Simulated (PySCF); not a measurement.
# PH3S (SMILES [PH3]=S): M06-2X/STO-6G

What is the vertical ionisation energy of PH3S at M06-2X/STO-6G? Input form: a Python script.

Program for the calculation: PySCF 2.14.0.

11 further runs of the same task are left out: 2 that didn't finish, 9 set aside as unsound or not needed.

### Step 1. Starting point

The species is PH3S (5 atoms), meant as a singlet with charge 0. As SMILES, `[PH3]=S`. The shape is that of a GFN2-xTB optimisation.

Bond lengths: P1–S2 1.914 Å, P1–H3 1.394 Å, P1–H4 1.394 Å, P1–H5 1.394 Å. Angles: S2–P1–H3 118.2°, S2–P1–H4 118.2°, S2–P1–H5 118.2°, H3–P1–H4 99.6°, H3–P1–H5 99.4°, H4–P1–H5 99.4°.

### Step 2. The energy at M06-2X/STO-6G

Input file input.xyz:

```xyz
5

P      0.007920    -0.006600     0.007660
S      1.261690    -0.941140     1.111260
H     -1.166840     0.461930     0.594540
H     -0.532470    -0.676580    -1.089190
H      0.429710     1.162380    -0.624270
```

Input file input.py:

```python
# [PH3]=S
from pyscf import gto, dft

mol = gto.M(
    atom='input.xyz',
    spin=0,
    basis='sto-6g',
    verbose=3,
    charge=0,
    max_memory=1860,
)

ks = dft.RKS(mol)
ks.xc = 'm06-2x'
ks.grids.level = 5
ks.conv_tol = 1e-10
ks.kernel()
if not ks.converged:
    ks = ks.newton().run(ks.mo_coeff, ks.mo_occ)

etot = ks.e_tot
print('E(%s) = %.9f' % ('M06-2X', etot))
```

The run is started by

```
$ OMP_NUM_THREADS=1 python input.py
```

Log:

```text
converged SCF energy = -738.55576883266
E(M06-2X) = -738.555768833
```

Wall time 6 s (1 thread of Intel Xeon Platinum 8259CL at 2.50GHz (Skylake/Cascade Lake), shared host); peak memory 0.21 GiB.

### Step 3. The doublet cation at the same level

Input file calc.py:

```python
from pyscf import gto, dft

system = gto.Mole()
system.atom = '''
P    0.007920  -0.006600   0.007660
S    1.261690  -0.941140   1.111260
H   -1.166840   0.461930   0.594540
H   -0.532470  -0.676580  -1.089190
H    0.429710   1.162380  -0.624270
'''
system.charge = 1
system.max_memory = 1860
system.verbose = 3
system.basis = 'sto-6g'
system.spin = 1
system.build()

myscf = dft.UKS(system)
myscf.xc = 'm06-2x'
myscf.grids.level = 5
myscf.conv_tol = 1e-10
myscf.kernel()
if not myscf.converged:
    myscf = myscf.newton().run(myscf.mo_coeff, myscf.mo_occ)

etot = myscf.e_tot
print('E = %.10f Eh' % etot)
```

The run is started by

```
$ OMP_NUM_THREADS=1 python calc.py
```

Log:

```text
WARN: HOMO -0.265031216966326 >= LUMO -0.265031216966327

converged SCF energy = -738.364340552839  <S^2> = 0.75151534  2S+1 = 2.0015148
E = -738.3643405528 Eh
```

Run time: 14 s. Hardware: 1 thread of Intel Xeon Platinum 8259CL at 2.50GHz (Skylake/Cascade Lake), shared host; peak memory 0.23 GiB.

### Step 4. What came out

At M06-2X/STO-6G:

| quantity | value |
| --- | --- |
| singlet PH3S: total energy | -738.55577 Eh |
| singlet PH3S: dipole moment | 3.76 D |
| singlet PH3S: HOMO energy | -3.07 eV |
| singlet PH3S: LUMO energy | 7.68 eV |
| singlet PH3S: HOMO–LUMO gap | 10.75 eV |
| doublet cation: total energy | -738.36434 Eh |
| doublet cation: HOMO energy (highest over α and β) | -12.62 eV |
| doublet cation: LUMO energy (lowest over α and β) | -7.23 eV |
| doublet cation: ⟨S²⟩ | 0.752 |
| vertical ionisation energy (to the doublet cation) | 5.209 eV |

**Reading.** Removing an electron at fixed nuclei costs 5.21 eV (503 kJ/mol). −ε(HOMO) before ionisation, 3.07 eV, is 2.14 eV below this ionisation energy. In a minimal basis such a difference can be off by several eV, whatever the method. Mulliken charges (singlet PH3S) run from -0.32 on S2 to +0.49 on P1.
